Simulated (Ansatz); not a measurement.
# PH (singlet): wave-function methods side by side at distance P1–H2 = 1.307 Å, aug-cc-pVDZ

The task here is to estimate one member of a computed series from the others.

Program: Ansatz 0.2.0, Gaussian basis. Level of theory: aug-cc-pVDZ, core rule «outside noble gas», up to 5 orbitals frozen. These are calculated values, not measurements.

Plan: UHF; CCSD(T) on RHF; CCSD(T) on UHF; BCCD(T) on RHF; CISD; CCSDT(Q) on RHF; CCSDT(Q) on UHF; CASSCF and MRCISD+Q, 2 electrons in 2 orbitals; CASSCF and NEVPT2, 2 electrons in 2 orbitals; Full CI.

24 further runs of the same task are left out: 4 for a known fault of the program, 17 that didn't finish, 3 set aside as unsound or not needed. Runs told in other sessions of the task aren't counted.

**The system**

The geometry derives from a PBE0/def2-TZVP stationary point (not a proven minimum). One bond is set to the value named and the two fragments are kept rigid.

2 atoms, charge 0, spin multiplicity 1.

Atoms are counted from 1 here; the program's logs count them from 0.

Bond lengths: P1–H2 1.307 Å.

Set-up of the first run:

The input, in.yaml:

```yaml
crystal:
  periodic: [false, false, false]
  atoms:
    - {symbol: P, position_ang: [0.000000, 0.000000, 0.000000]}
    - {symbol: H, position_ang: [0.000000, 0.000000, 1.307000]}
basis:
  gaussian: {orbitals: aug-cc-pVDZ}
magnetization: {spin_polarized: true, initial_magnetization: 0}
hamiltonian: {xc: hf}
output: {orbitals: {seedname: orbitals}}
```

Started as:

```
> ansatz run in.yaml --threads 1 --pin off --events-out ev --progress --plain --max-ram 2393MiB
```

Among the steps run: UHF; CCSD(T) on RHF; CCSD(T) on UHF; BCCD(T) on RHF; CISD; CCSDT(Q) on RHF; CCSDT(Q) on UHF; CASSCF and MRCISD+Q, 2 electrons in 2 orbitals; CASSCF and NEVPT2, 2 electrons in 2 orbitals; Full CI.

One of the session's tables, all rows but one given; the rest of the session is left out.

| method | from FCI (kcal/mol) |
| --- | --- |
| RHF | +90.53 |
| RMP2 | +27.76 |
| CISD | +13.03 |
| RCCSD | +8.09 |
| RCCSD(T) | +4.46 |
| BCCD(T) | +4.55 |
| RCCSDT | +0.31 |
| RCCSDT(Q) | -0.13 |
| CASSCF pair | ? |
| NEVPT2 pair | +14.62 |
| MRCISD pair | +4.62 |
| MRCISD+Q pair | -0.67 |
| FCI | 0 |

Q: Estimate the row for CASSCF pair from the others.

**Answer.** from FCI (kcal/mol): +76.77. In the column «from FCI (kcal/mol)» it lies between RMP2 (+27.76) and RHF (+90.53).

Left out of the table: UHF, UMP2, UCCSD, UCCSD(T), UCCSDT, UCCSDT(Q) (another determinant or state than the rows shown). UCCSDT(Q) lies 1.13 eV below the table's zero, so the state tabled may not be the lowest.

Caveats from the session: The report flags that the cluster equations may have other roots. The program flags RCCSDT(Q) as in doubt, so those rows may rest on another solution. RCCSDT(Q), MRCISD+Q pair fall below full CI, which methods that aren't variational can do.
